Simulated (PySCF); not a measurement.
Si(H)3(Me) (CH6Si), SMILES C[SiH3].

Coordinates come from a B3LYP-D3(BJ)/def2-TZVP optimisation. The isomer is the one that the SMILES or the coordinates give; other isomers of the formula were not compared.

Computed with PBE/def2-TZVPD (PySCF).

Q: Estimate the frontier levels, gap, dipole moment and polarisability. (An estimate is asked for; the answer gives what the named calculation found.)

A: 
| Property | Value |
|---|---|
| highest occupied level | -7.90 eV |
| lowest empty level | -0.47 eV |
| orbital gap | 7.43 eV |
| dipole moment | 0.82 D |
| quadrupole, principal values (traceless, Buckingham form, about the centre of nuclear charge) | -0.22, 0.11, 0.11 D·Å |
| mean static polarisability | 44.9 bohr³ (6.66 Å³) |
| polarisability, principal values | 42.3, 42.3, 50.2 bohr³ |
